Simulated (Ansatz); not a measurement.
Input file:

```yaml
crystal:
  periodic: [false, false, false]
  atoms:
    - {symbol: C, position_ang: [0.000000, -0.255768, 2.229483]}
    - {symbol: Si, position_ang: [0.000000, 0.139403, 0.547404]}
    - {symbol: P, position_ang: [0.000000, -0.042580, -1.459902]}
    - {symbol: H, position_ang: [0.000000, 0.471873, 3.042753]}
basis:
  gaussian: {orbitals: "6-31G*"}
magnetization: {spin_polarized: false}
hamiltonian: {xc: hf}
scf: {lower_state_search: light}
output: {forces: true, orbitals: {seedname: orbitals}}
```

```sh
$ ansatz run in.yaml --threads 1 --pin off --events-out ev --progress --plain --max-ram 2393MiB
```

Output:

```
507 factors; integrals over basis functions are off by at most 1.1e-3 eV
mean field evaluation 1: about -18172.2532 eV, gradient 1.4e1 eV
mean field evaluation 2: about -18172.2863 eV, gradient 1.4e1 eV
mean field evaluation 4: about -18173.4695 eV, gradient 3.3e0 eV
mean field evaluation 8: about -18173.5707 eV, gradient 6.1e-1 eV
mean field evaluation 16: about -18150.6626 eV, gradient 4.1e1 eV
mean field evaluation 32: about -18173.5417 eV, gradient 4.2e-1 eV
mean field evaluation 64: about -18149.8488 eV, gradient 4.4e1 eV
mean field evaluation 96: about -18166.0230 eV, gradient 1.4e1 eV
mean field evaluation 128: about -18173.5705 eV, gradient 6.3e-1 eV
mean field -18173.57941038 eV, -667.8667248370 hartree, gradient 2.8e-5 eV, S^2 0.000000; 0 other end points of the search recorded, 0 dependent functions left out
the calculation of the forces begins
reference -18173.57941038 eV, -667.8667248370 hartree; 18, 18 occupied and 37, 37 virtual orbitals, 507 factors
Total energy: -18173.57941038 eV, -667.8667248370 hartree
Atom 0 at     0.000000    -0.255768     2.229483 Å, force    -0.000000     0.362260     1.073482 eV/Å
Atom 1 at     0.000000     0.139403     0.547404 Å, force     0.000000    -0.107447    -1.650394 eV/Å
Atom 2 at     0.000000    -0.042580    -1.459902 Å, force     0.000000     0.145240     0.870948 eV/Å
Atom 3 at     0.000000     0.471873     3.042753 Å, force     0.000000    -0.400053    -0.294036 eV/Å
Dipole moment:     0.000000     0.337453     0.399410 e Å
```

Forces (eV/Å):
```
C    0.000  0.362  1.073
Si   0.000 -0.107 -1.650
P    0.000  0.145  0.871
H    0.000 -0.400 -0.294
```

Ran on 1 thread of Arm Neoverse V1, shared host: 0.96 s wall, 0.09 GiB peak host memory.
